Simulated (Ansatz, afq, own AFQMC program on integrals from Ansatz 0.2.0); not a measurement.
# Atomization energy of CH₂B, doublet, worked out

```tsv
atom	x (Å)	y (Å)	z (Å)
B	0.0000	0.0000	0.6493
C	0.0000	0.0000	-0.7007
H	0.0000	0.0000	1.8218
H	0.0000	0.0000	-1.7703
```

Connectivity, by distances: BH–CH.

Basis cc-pVDZ. Noble-gas cores (and the filled d shells of Ga–Kr and In–Xe) are frozen. AFQMC by an in-house program on the Cholesky factors that Ansatz 0.2.0 writes for its CCSD(T) run. ph-AFQMC/CISD is guided by a CISD state made of CCSD amplitudes; releasing the constraint for a short imaginary time cuts its bias at the price of noise, slowly where states lie close. ± is one standard error of the sampling.

Total energies in eV. CBS is CCSD(T) at the limit of def2-TZVPP/QZVPP (extrapolated itself); the highest rung of each member is named.

```json
{"member": "B (doublet)", "count": "+1", "CCSD(T)/cc-pVDZ": "-669.1119", "highest rung in cc-pVDZ": "-669.1218", "which": "FCI", "CCSD(T)/CBS": "-669.4648"}
{"member": "C (triplet)", "count": "+1", "CCSD(T)/cc-pVDZ": "-1027.5122", "highest rung in cc-pVDZ": "-1027.5214", "which": "FCI", "CCSD(T)/CBS": "-1028.3149"}
{"member": "H (doublet)", "count": "+2", "CCSD(T)/cc-pVDZ": "-13.5861", "highest rung in cc-pVDZ": "-13.5861", "which": "FCI", "CCSD(T)/CBS": "-13.6059"}
{"member": "CH₂B, doublet", "count": "-1", "CCSD(T)/cc-pVDZ": "-1736.5799", "highest rung in cc-pVDZ": "-1736.6206", "which": "CCSDT(Q)", "CCSD(T)/CBS": "-1738.9370"}
```

Task: Work out the best estimate of the atomization energy: the CCSD(T)/CBS difference plus the step from CCSD(T) to the highest rung.

Result: Sums with the counts: CCSD(T)/CBS 13.9455 eV, highest rung 12.8052 eV, CCSD(T)/cc-pVDZ 12.7836 eV. The step is 12.8052 − 12.7836 = 0.0216 eV, so the best estimate is 13.9455 + (0.0216) = 13.9671 eV = 322.1 kcal/mol. The basis set is worth 1.162 eV of it. Zero-point, core-correlation and spin–orbit terms aren't in it.

Best estimates are given only where the step beyond CCSD(T) is under 0.3 eV and no member's determinant is very poor (T1 over 0.05, or 0.07 for open shells, ⟨S²⟩ too high by 0.3, two states mixed), so the hardest cases are missing from such tables.

CCSDT and higher add their correlation energy to the determinant of the CCSD(T) run, since their own runs factorise the integrals more tightly (a shift of under 2 meV). Each member of a difference takes its own highest rung, so a best estimate needn't equal the limit plus the step of one row.
